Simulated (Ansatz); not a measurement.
**Lattice parameter a of some fcc solids**

Method: r²SCAN (Ansatz, a quantum-chemistry and plane-wave program, plane waves, PAW). References are measured values corrected to a static lattice. The table is a random draw of 8 from 12 solids with such references.

Values in Å.

| solid | reference | r²SCAN | error (%) |
|---|---|---|---|
| fcc Rh | 3.794 | 3.800 | +0.16 |
| fcc Au | 4.062 | 4.125 | +1.55 |
| fcc Sr | 6.045¶ | 6.101 | +0.93 |
| fcc Ir | 3.831 | 3.844 | +0.34 |
| fcc Ag | 4.062 | 4.104 | +1.03 |
| fcc Al | 4.018 | 3.992 | -0.65 |
| fcc Cu | 3.595¶ | 3.577 | -0.50 |
| fcc Pt | 3.913 | 3.940 | +0.69 |

Over these 8 solids the mean error is +0.44 %, the mean absolute error 0.73 % (median 0.67 %), and the worst case fcc Au at +1.55 %; the value is too high in 6 of 8 cases. Over all 12, from unrounded values, the mean error is +0.47 % and the mean absolute error 0.81 % (median 0.77 %).

All these references are brought to a static lattice.

Spin–orbit coupling is left out, also for the solids with elements from indium on (fcc Au, fcc Ir, fcc Pt); its size isn't shown.

¶ marks references of a special kind: fcc Sr, 6.045 Å (measured, low-temperature or extrapolated to 0 K; zero-point anharmonic expansion removed; as tabulated in Csonka et al. (2009), arXiv:0903.4037); fcc Cu, 3.595 Å (measured, low-temperature or extrapolated to 0 K; zero-point anharmonic expansion removed; as tabulated in Csonka et al. (2009), arXiv:0903.4037).

Differences are worked out from the printed values.

Ansatz's density-functional and Hartree–Fock values are scalar-relativistic unless marked +SOC, with PAW data made under PBE.

Ansatz's runs of these crystals have no spin polarisation. Meta-GGAs and exact exchange favour moments, which can bear on fcc Rh, fcc Pt.

Of the class's solids with a reference value and a result at some level, none was set aside. At least 1 more with a reference value is held back for tests. Solids without a released value at any level aren't counted. Layered and molecular crystals are counted apart. The metals Ce to Yb are counted apart.

References as tabulated in Mejia-Rodriguez and Trickey (2018), arXiv:1807.09216; Csonka et al. (2009), arXiv:0903.4037.
